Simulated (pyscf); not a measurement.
A first-order saddle from PySCF, ωB97X-D3(BJ)/def2-SVP:

```
O
C 1 1.3673
H 2 1.0982 1 110.60
H 2 1.1069 3 113.27 1 -130.43
C 1 1.4076 2 114.10 3 -177.15
H 5 1.0987 1 107.66 2 177.95
H 5 1.1059 6 109.11 1 -120.71
H 5 1.1072 6 109.04 7 -118.36
H 2 1.3265 3 104.70 4 -111.61
H 9 0.9909 4 147.00 2 -172.93
```
Charge 0, spin multiplicity 2.

Surface: doublet, charge 0. Lowest wavenumbers (cm⁻¹): 1378i, 170, 208, 325, 429.

Q: What reaction is this the transition state of?

A: H₃C–O–CH₃ + H• ⇌ •H₂C–O–CH₃ + H₂, a hydrogen abstraction read from left to right: C–H broken and H–H formed. At ωB97M-D3(BJ)/def2-TZVP it lies +7.9 kcal/mol from the left side and +13.8 kcal/mol from the right (each side as separated species at their lowest minima found). H₃C–O–CH₃ lies 11.4 kcal/mol over its isomer H₃C–CH₂–OH (electronic energy, ωB97M-D3(BJ)/def2-TZVP). •H₂C–O–CH₃ lies 12.9 kcal/mol over its isomer H₃C–CH•–OH (electronic energy, ωB97M-D3(BJ)/def2-TZVP). One saddle was located; it need not be the lowest between these sides. The angle at the transferred H is 176°.
